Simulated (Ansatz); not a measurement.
Consider the substitution at a C–C bond: `CC(N)F` + `OCS` → `NC(F)OCS` + CH₄.

Gas-phase electronic energies from Ansatz, PBE0-D4/def2-TZVP geometries. CCSD(T)/CBS is the MP2 limit (def2-TZVPP, def2-QZVPP) plus CCSD(T) − MP2 in def2-TZVPP, frozen cores. This one scheme is used for every species. DFT in def2-TZVPP. One conformer a species, not always the lowest.

Question: Is it downhill or uphill in electronic energy at CCSD(T)/CBS, and by how much? (An estimate is asked.)

Answer: The calculation gave: Nearly level: ΔE = -2.0 kJ/mol.

Question: What do these levels give: ωB97X-V, HF/def2-TZVPP, CCSD(T)/def2-TZVPP, MP2/def2-QZVPP, HF/CBS(def2), CCSD/CBS(def2)? (Best estimate.)

Answer: Ansatz gave: ωB97X-V -8.7, HF/def2-TZVPP -7.6, CCSD(T)/def2-TZVPP -6.9, MP2/def2-QZVPP -2.1, HF/CBS(def2) -6.6, CCSD/CBS(def2) -0.1 kJ/mol.

Largest T1 diagnostic among the species: 0.012.
